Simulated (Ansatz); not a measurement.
For rock-salt KI, PBE-D3(BJ) in Ansatz (plane waves, PAW) gives:

- equilibrium lattice constant a: 7.003 Å
- formation enthalpy: -1.522 eV/atom

Task: What does PBE0 (PAW; Ansatz, an electronic-structure program) give for the same quantities?

Result: 
- lattice constant a: 7.140 Å (goes up by 2.0 %)
- formation enthalpy: -1.650 eV/atom (moves by -0.128 eV/atom)

For comparison: formation enthalpy -1.699 eV/atom (measured, 298 K, copied from a table, unchecked, not corrected to a static lattice; as tabulated in Wang et al. (2021), doi:10.1038/s41598-021-94550-5).

Changes are worked out from the printed values.

Unless a cell is named, each level is at its own relaxed cell (PBE-D3(BJ) 42.93, PBE0 45.50 Å³/atom).

Levels without +SOC leave out spin–orbit coupling, which shifts energies and cells of such heavy elements.

Ansatz's density-functional and Hartree–Fock values are scalar-relativistic unless marked +SOC, with PAW data made under PBE.
